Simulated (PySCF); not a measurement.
How well do the runs reproduce experiment for PH3?

**Experimental background.**

From NIST CCCBDB Release 22 (SRD 101), experimental dipoles, for the gas: dipole moment (microwave Stark effect) 0.58 D.

The results are set against them at the end.

Compound: PH3.
Numbering: `[PH3:1]` (hydrogens: H2, H3, H4 on P1)

Structure used (PBE0-D3(BJ)/def2-TZVP), in Å, numbered top down from 1:
```xyz
4
PH3 angstrom
P      0.024   -0.041    0.484
H     -0.599    1.018   -0.228
H      1.190   -0.002   -0.325
H     -0.590   -1.041   -0.315
```

Runs made with PySCF (gas phase, on this PBE0-D3(BJ)/def2-TZVP geometry; no spin–orbit coupling):

```
                              level                                                           job  basis functions  wall time
PBE0-D3(BJ)/def2-TZVP, grid level 2  geometry optimisation from a GFN2-xTB start shaken at random               55      3.0 s
                     B97-2/pcSseg-2                                                    shieldings               85      1.3 s
                       KT3/pcSseg-2                                                    shieldings               85      1.5 s
                      PBE0/pcSseg-2                                                    shieldings               85      1.2 s
                   wB97X-D/pcSseg-2                                                    shieldings               85      1.5 s
```

Hardware: Intel Xeon at 2.30 GHz, one thread, on a shared host.

Results beside the measurements:

**Dipole moment.** Measured: 0.58 D (NIST CCCBDB Release 22 (SRD 101), experimental dipoles).

| level | computed (D) | computed − measured (D) | % (from the printed values) |
| --- | --- | --- | --- |
| PBE0-D3(BJ)/def2-TZVP | 0.70 | +0.12 | +21 |
| B97-2/pcSseg-2 | 0.76 | +0.18 | +31 |
| KT3/pcSseg-2 | 0.71 | +0.13 | +22 |
| PBE0/pcSseg-2 | 0.79 | +0.21 | +36 |
| wB97X-D/pcSseg-2 | 0.79 | +0.21 | +36 |

All 5 levels lie above the measurement. The computed dipoles belong to one fixed geometry; measured ones are averaged over vibrations unless marked μe. Magnitudes are compared, not signs.

No measured geometry was used, and the causes of the misses weren't examined.
